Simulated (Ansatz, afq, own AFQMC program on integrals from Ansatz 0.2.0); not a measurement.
Two steps: Ansatz 0.2.0 writes the Fock matrix and Cholesky factors of the valence space, and afq projects on them the lowest state that overlaps trial and start.

```yaml
crystal:
  periodic: [false, false, false]
  atoms:
    - {symbol: Si, position_ang: [0.000000, 0.000000, 0.000000]}
    - {symbol: N, position_ang: [0.000000, 0.000000, 3.005000]}
basis:
  gaussian: {orbitals: 6-31G}
magnetization: {spin_polarized: false, initial_magnetization: 3}
correlation: {method: ccsd_t, electrons: outside_noble_gas, hamiltonian_folder: ham}
```

```sh
$ ansatz run in.yaml --threads 1 --pin off --events-out ev --progress --plain --max-ram 24576MiB --backend cuda --devices 0, --max-vram 18GiB
```

Options of the walk:

```
--method phaseless --trial hf --walkers 4000 --populations 20 --least-time 40 --time-step 0.005 --steps-per-block 20 --equilibration-blocks 160 --max-blocks 4000 --target-error 0.001800 --factor-cut 1e-05 --start spin_pure --seed 2564 --taylor-order 6
```

Times are imaginary, in 1/Eh. The walk had a cap of 49 s. With eight or more populations the least sampling time is a fifth of least-time, and the error comes from their spread.

```
orbitals 16  electrons 6 3  factors 80 of 272
reference energy -343.10556829 Eh
CCSD correlation -0.15813391 Eh in 25 cycles, weight of the determinant in the CISD state 0.5906
energy of the start -343.105576 Eh
 block  time / (1/Eh)  mean weight  energy / Eh
     1     0.100  1.0003  -343.122991
     2     0.200  1.0005  -343.137215
     3     0.300  1.0008  -343.149514
     4     0.400  1.0004  -343.158683
     5     0.500  1.0005  -343.168083
     9     0.900  1.0001  -343.190006
    25     2.500  1.0001  -343.224881
    49     4.900  1.0000  -343.241356
    73     7.300  1.0000  -343.245602
    97     9.700  1.0002  -343.241115
   121    12.100  0.9999  -343.241419
   145    14.500  1.0004  -343.248184
   169    16.900  0.9997  -343.248885
   193    19.300  1.0002  -343.237262
   217    21.700  0.9995  -343.232052
   235    23.500  0.9998  -343.233963
error from the spread of 20 populations
energy -343.237313 +/- 0.001721 Eh
(rows thinned)
```

Estimate how long the walk took on 1 × NVIDIA H100 80GB HBM3 with 2 threads of AMD EPYC 7R13 Processor (Zen 3) (shared host) (the card was shared).

21 s of wall time.

The run passed its tests (sampling time, drift between the halves within three errors, error under three times the target), which doesn't prove that it has relaxed.

Against this walk (error 46.8 meV) on the same determinant: CCSD(T) 981.0 meV lower, CCSDT(Q) 986.8 meV lower, CCSDTQ 980.0 meV lower, full CI 980.6 meV lower, a separate phaseless walk with a CISD trial and standard settings 864.7 ± 47.1 meV lower. The error is statistical and leaves out the bias of the constraint. Full CI is exact here, so the walk's 981 meV above it is the walk's own error: the bias of the constraint with this trial. It lies above even CCSD, by 718 meV. The determinant is a poor start (see the cautions), so the low cluster orders aren't to be relied on, and full CI is the sure value.

Cautions: constraint bias not in the error; lower spins were not checked; a spin-contaminated unrestricted determinant lies lower (UHF 2.36 eV lower, ⟨S²⟩ 4.75); the search met a lower determinant of the same kind, perhaps of another symmetry (1.21 eV lower); strong correlation (T1 0.098, weight of the determinant 0.59, largest double 0.40); (T) is large, 6 % of the CCSD correlation; the CCSD(T) amplitudes may be one of several solutions (largest double 0.40); the CCSDT(Q) amplitudes may be one of several solutions (largest double 0.50); the CCSDTQ amplitudes may be one of several solutions (largest double 0.50); the next higher spin lies close (full CI puts it 49 meV above).

CCSDT and higher add their correlation energy to the determinant of the CCSD(T) run, since their own runs factorise the integrals more tightly (a shift of under 2 meV). A walk keeps the symmetry of its determinant, which the program's search chose and which needn't be the lowest solution, so a lower state of the same spin and another symmetry isn't excluded.
